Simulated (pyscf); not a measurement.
This saddle point was located with ωB97X-D3(BJ)/def2-SVP in PySCF.

```xyz
8

As    -1.8442    -1.3426    -0.3636
Si    -1.1364     0.9480    -0.3419
H     -3.1751    -0.9849    -1.0114
H     -2.4235    -1.1650     1.0353
H      0.0332     0.5158     0.9086
O      0.4888     0.5998    -1.2513
H      0.5471     0.4762     0.0531
H      0.9064     1.4240    -1.5380
```

Surface: singlet, charge 0. Lowest wavenumbers (cm⁻¹): 1441i, 76, 166, 357, 387.

Question: What reaction is this the transition state of?

Answer: `[SiH][AsH2]` [singlet] + `[OH2]` ⇌ `[OH][Si][AsH2]` [singlet] + `[H][H]`, a four-centre exchange read from left to right: H–Si, H–O broken and O–Si, H–H formed. At ωB97M-D3(BJ)/def2-TZVP it lies +6.5 kcal/mol from the left side and +33.7 kcal/mol from the right (each side as separated species at their lowest minima found). On the reactant side the descent ends in an adduct with a O–Si contact, 17.1 kcal/mol under the separated species and 23.5 kcal/mol under the saddle at ωB97X-D3(BJ)/def2-TZVP. What is counted as formed (O–Si) is already present as a longer contact in the reactant adduct; forming that adduct is a step of its own. At the saddle there is also a short H–Si contact that neither side keeps. :HSi–AsH₂ [singlet] lies 16.8 kcal/mol over its isomer H₂Si=AsH (electronic energy, ωB97M-D3(BJ)/def2-TZVP). HO–Si:–AsH₂ [singlet] lies 7.9 kcal/mol over its isomer HO–SiH=AsH (electronic energy, ωB97M-D3(BJ)/def2-TZVP). One saddle was located; it need not be the lowest between these sides. Elements up to Kr have no core potential and no relativistic terms here.
